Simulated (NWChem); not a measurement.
System: Al, doublet

NWChem input:

```
start job
memory heap 200 mb stack 900 mb global 1100 mb
geometry units angstroms noautoz
  Al     0.000000     0.000000     0.000000
end
basis spherical
  Al library def2-svp
end
dft
  odft
  mult 2
  xc m06-l
  grid xcoarse
  iterations 150
  mulliken
end
task dft gradient
```

Parts of the log:

```
             Northwest Computational Chemistry Package (NWChem) 7.3.0
             --------------------------------------------------------

                             Geometry "geometry" -> ""
                             -------------------------

 Output coordinates in angstroms (scale by  1.889725989 to convert to a.u.)

  No.       Tag          Charge          X              Y              Z
 ---- ---------------- ---------- -------------- -------------- --------------
    1 Al                  13.0000     0.00000000     0.00000000     0.00000000

 Effective nuclear repulsion energy (a.u.)       0.0000000000

                                 NWChem DFT Module
                                 -----------------

 Summary of "ao basis" -> "ao basis" (spherical)
 ------------------------------------------------------------------------------
       Tag                 Description            Shells   Functions and Types
 ---------------- ------------------------------  ------  ---------------------
 Al                         def2-svp                 8       18   4s3p1d

            General Information
            -------------------
          SCF calculation type: DFT
          Wavefunction type:  spin polarized.
          No. of atoms     :     1
          No. of electrons :    13
           Alpha electrons :     7
            Beta electrons :     6
          Charge           :     0
          Spin multiplicity:     2
          Use of symmetry is: off; symmetry adaption is: off
          Maximum number of iterations: 150
          AO basis - number of functions:    18
                     number of shells:     8
          Convergence on energy requested:  1.00D-06
          Convergence on density requested:  1.00D-05
          Convergence on gradient requested:  5.00D-04

              XC Information
              --------------
                        M06-L Method XC Functional
                         M06-L Exchange Functional  1.000
                       M06-L Correlation Potential  1.000

             Grid Information
             ----------------
          Grid used for XC integration:  xcoarse
          Radial quadrature: Mura-Knowles
          Angular quadrature: Lebedev.
          Tag              B.-S. Rad. Rad. Pts. Rad. Cut. Ang. Pts.
          ---              ---------- --------- --------- ---------
          Al                  1.25       42           6.0       194
          Grid pruning is: on
          Number of quadrature shells:    42
          Spatial weights used:  Erf1

      Superposition of Atomic Density Guess
      -------------------------------------

 Sum of atomic energies:        -241.79141722

      Non-variational initial energy
      ------------------------------

 Total energy =    -241.678612
 1-e energy   =    -336.574193
 2-e energy   =      94.895581
 HOMO         =       0.002239
 LUMO         =       0.002239

     ---------------------------------------------
      Total Density - Mulliken Population Analysis
     ---------------------------------------------

    Atom       Charge   Shell Charges
 -----------   ------   -------------------------------------------------------
    1 Al  13    13.00   2.00  2.00  1.36  0.65  5.93  0.25  0.82  0.00

     --------------------------------------------
      Spin Density - Mulliken Population Analysis
     --------------------------------------------

    Atom       Charge   Shell Charges
 -----------   ------   -------------------------------------------------------
    1 Al  13     1.00   0.00  0.00  0.00  0.00  0.00  0.17  0.82  0.00

[...]

                         DFT ENERGY GRADIENTS

    atom               coordinates                        gradient
                 x          y          z           x          y          z
   1 Al      0.000000   0.000000   0.000000   -0.000000  -0.000000   0.000000
```

Level: M06-L/def2-SVP, spin-unrestricted. The open p shell is one determinant without spherical averaging. No stability test was run on the SCF state.
